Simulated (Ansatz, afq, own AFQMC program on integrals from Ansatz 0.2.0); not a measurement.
# H$_{2}$O⁺, doublet: AFQMC among the cluster methods

```xyz
3

O     0.0000   -0.0912    0.0378
H     0.0000    0.9608   -1.4584
H     0.0000    0.4862    0.8589
```

Basis 6-31G. Noble-gas cores (and the filled d shells of Ga–Kr and In–Xe) are frozen. AFQMC by an in-house program on the Cholesky factors that Ansatz 0.2.0 writes for its CCSD(T) run. The CISD trial takes its coefficients from CCSD amplitudes. Released means that phaseless walkers are propagated on without the constraint, phases kept. Error bars are statistical, one sigma.

Determinant: ROHF, the one that the program's search chose, which needn't be the lowest solution. The geometry is a point of a scan.

Full CI on the same integrals is exact in this basis and with this determinant's frozen core.

Cautions: a spin-contaminated unrestricted determinant lies lower (UHF 470 meV lower, ⟨S²⟩ 1.26); strong correlation (T1 0.056, weight of the determinant 0.89, largest double 0.16).

- T1 diagnostic: 0.0556
- weight of the determinant in the CISD state: 0.890
- size of the correlated space: 7 electrons in 12 orbitals

```csv
level,correlation energy (eV)
MP2,-2.9968
CCSD,-3.4783
CCSD(T),-3.5549
```

Problem. Estimate where full CI lies against CCSD(T) on the same integrals.

Solution. 0.25 kcal/mol below CCSD(T).

Reference: full CI, correlation energy -3.566 eV. The released energy is read at 2.40 1/Eh (meV from the phaseless value at times in 1/Eh: -2.5 ± 2.4 at 0.24, -3.2 ± 1.6 at 0.51, -5 ± 3 at 0.99, -8.5 ± 2.0 at 1.62, -7 ± 5 at 2.40).

```json
{"level": "CCSD(T)", "E − E(reference) (kcal/mol)": "0.25", "share of correlation (%)": "99.70"}
{"level": "CCSDT", "E − E(reference) (kcal/mol)": "0.16", "share of correlation (%)": "99.80"}
{"level": "CCSDT(Q)", "E − E(reference) (kcal/mol)": "0.03", "share of correlation (%)": "99.97"}
{"level": "CCSDTQ", "E − E(reference) (kcal/mol)": "0.01", "share of correlation (%)": "99.99"}
{"level": "ph-AFQMC/CISD", "E − E(reference) (kcal/mol)": "0.23 ± 0.06", "share of correlation (%)": "99.72"}
{"level": "released AFQMC", "E − E(reference) (kcal/mol)": "0.08 ± 0.11", "share of correlation (%)": "99.90"}
```

CCSDT and higher add their correlation energy to the determinant of the CCSD(T) run, since their own runs factorise the integrals more tightly (a shift of under 2 meV). A walk keeps the symmetry of its determinant, which the program's search chose and which needn't be the lowest solution, so a lower state of the same spin and another symmetry isn't excluded. Released energies are given only where the last usable release times agree within the noise; a slower fall can still hide under it.
